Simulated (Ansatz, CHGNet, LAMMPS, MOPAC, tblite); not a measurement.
# How well does each level of theory give the TA phonon frequency at X of 3C-SiC?

Reference value: 373 cm⁻¹ (measured, temperature not stated, not corrected to a static lattice; as tabulated in Wang et al. (1996), arXiv:mtrl-th/9510002).

| level (code) | value (cm⁻¹) | cell (Å³/atom) |
|---|---|---|
| Tersoff SiC.tersoff (LAMMPS) | 484 | 10.09 |
| Tersoff SiC_1990.tersoff (LAMMPS) | 436 | 9.99 |
| GFN1-xTB (tblite) | (withheld) | 11.27 |
| PM7 semi-empirical Hartree-Fock (MOPAC) (MOPAC) | (withheld) | 11.25 |
| CHGNet-r²SCAN (CHGNet) | 188 | 10.32 |
| LDA (Ansatz) | 365 | 10.14 |
| PBE (Ansatz) | 360 | 10.50 |
| r²SCAN (Ansatz) | 378 | 10.33 |

Some entries are withheld; supply them.


- GFN1-xTB (tblite), value (cm⁻¹): 319
- PM7 semi-empirical Hartree-Fock (MOPAC) (MOPAC), value (cm⁻¹): 413

Differences against the reference: Tersoff SiC.tersoff +30 %, Tersoff SiC_1990.tersoff +16.9 %, GFN1-xTB -14.5 %, PM7 semi-empirical Hartree-Fock (MOPAC) +10.7 %, CHGNet-r²SCAN -50 %, LDA -2.1 %, PBE -3.5 %, r²SCAN +1.3 %.

Nearest, and too close to rank with a margin of 3.0 % (twice that across the reference) picked here for doubts on the reference and the settings, and for temperature and zero-point motion: r²SCAN (+1.3 %), LDA (-2.1 %), PBE (-3.5 %). Farthest off: CHGNet-r²SCAN (-50 %). Within 5 %: LDA, PBE, r²SCAN.

The measured value isn't corrected to a static lattice, so vibrations enter the comparison.  GFN1-xTB, PM7 semi-empirical Hartree-Fock (MOPAC): the method was fitted mainly to molecules. GFN1-xTB, PM7 semi-empirical Hartree-Fock (MOPAC): the run uses a supercell at the zone centre in place of a k mesh. Each level is taken at its own relaxed cell. Cutoffs and k meshes differ between the levels. Ansatz's density-functional and Hartree–Fock values are scalar-relativistic unless marked +SOC, with PAW data made under PBE.

Empirical potentials (Tersoff SiC.tersoff, Tersoff SiC_1990.tersoff) are fitted to chosen data, which need not cover the solid at hand: agreement can be built in, and what lay outside the fit can be far off. Machine-learned potentials (CHGNet-r²SCAN) are trained on DFT data, which may include these solids.

Differences are worked out from the printed values.

Ansatz is a first-principles code.
